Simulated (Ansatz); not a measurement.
A nudged elastic band was laid between two geometries of C5H12O (18 atoms, charge 0, multiplicity 1).

All numbers below come from RKS PBE0-D4/STO-3G in Ansatz 0.2.0.

| Item | Value |
| --- | --- |
| movable images | 5 |
| climbing image | yes |
| spring | 5.0 eV/Å² |
| optimiser | quadratic models (default) |
| start path | through a guess of the saddle point |
| force threshold | 0.05 eV/Å |
| iteration limit | 60 |
| end points | relaxed |

First end point:

```xyz
18
Properties=species:S:1:pos:R:3
C 0.885 -0.094 1.503
C 0.695 -0.020 -0.030
C 1.358 -1.235 -0.723
C -0.815 0.049 -0.431
C -1.540 1.282 0.183
O -0.840 0.084 -1.891
H 1.949 -0.213 1.743
H 0.342 -0.953 1.918
H 0.524 0.817 1.994
H 1.178 0.899 -0.404
H 1.182 -1.187 -1.805
H 0.933 -2.173 -0.343
H 2.439 -1.243 -0.537
H -1.315 -0.870 -0.047
H -2.570 1.341 -0.193
H -1.581 1.207 1.276
H -1.019 2.209 -0.088
H -1.844 0.110 -2.074
```

Last end point:

```xyz
18
Properties=species:S:1:pos:R:3
C 0.907 -0.048 1.469
C 0.631 -0.043 -0.052
C 1.285 -1.268 -0.734
C -0.907 -0.031 -0.377
C -1.625 1.215 0.217
O -1.147 -0.152 -1.811
H 1.986 -0.126 1.656
H 0.414 -0.905 1.946
H 0.544 0.871 1.944
H 1.071 0.873 -0.484
H 0.993 -1.303 -1.792
H 0.949 -2.197 -0.255
H 2.379 -1.216 -0.665
H -1.359 -0.942 0.065
H -2.672 1.230 -0.112
H -1.607 1.193 1.313
H -1.139 2.141 -0.120
H -0.740 0.719 -2.156
```

Q: What changes between the two ends?

A: No bond is made or broken. The dihedral C5–C4–O6–H18 goes from -58 to 61°.

Q: Give the energies along the band, and the barrier.

A: The run converged. The highest image is number 3 of 0 to 6, 1.8 kcal/mol above the first end and 2.7 kcal/mol above the last; the last end lies 0.9 kcal/mol below the first. A vibrational analysis at the climbing image gives one clearly imaginary mode, 366i cm⁻¹: a first-order saddle point. Limits of this set-up: minimal basis.

| image | path coordinate (Å) | energy (kcal/mol) | dihedral C5–C4–O6–H18 (°) |
| --- | --- | --- | --- |
| 0 | 0.00 | 0.0 | -58 |
| 1 | 0.27 | 0.3 | -45 |
| 2 | 0.54 | 1.2 | -25 |
| 3 | 0.82 | 1.8 | -2 |
| 4 | 1.13 | 0.9 | 24 |
| 5 | 1.44 | -0.5 | 46 |
| 6 | 1.76 | -0.9 | 61 |

Q: What is the geometry of the highest image?

A: 
```xyz
18
Properties=species:S:1:pos:R:3
C 0.903 -0.066 1.494
C 0.680 -0.040 -0.037
C 1.349 -1.262 -0.710
C -0.844 -0.019 -0.413
C -1.582 1.215 0.169
O -0.951 -0.098 -1.874
H 1.973 -0.163 1.716
H 0.381 -0.920 1.945
H 0.538 0.854 1.967
H 1.138 0.876 -0.446
H 1.147 -1.247 -1.788
H 0.949 -2.195 -0.294
H 2.434 -1.247 -0.550
H -1.305 -0.934 0.024
H -2.630 1.220 -0.160
H -1.573 1.192 1.265
H -1.103 2.146 -0.164
H -1.541 0.702 -2.091
```

Q: What are the harmonic wavenumbers there?

A: 366i, 75, 211, 213, 227, 260, 349, 368, 420, 468, 543, 859, 978, 1023, 1037, 1067, 1085, 1179, 1220, 1275, 1306, 1308, 1425, 1455, 1490, 1511, 1574, 1576, 1592, 1612, 1692, 1693, 1696, 1699, 1707, 1710, 3319, 3355, 3361, 3361, 3418, 3526, 3533, 3535, 3538, 3541, 3542, 3822 cm⁻¹.

Run time: 65 s on 1 thread of Intel(R) Xeon(R) 6975P-C (Granite Rapids), on a shared host, peak memory 0.14 GiB.
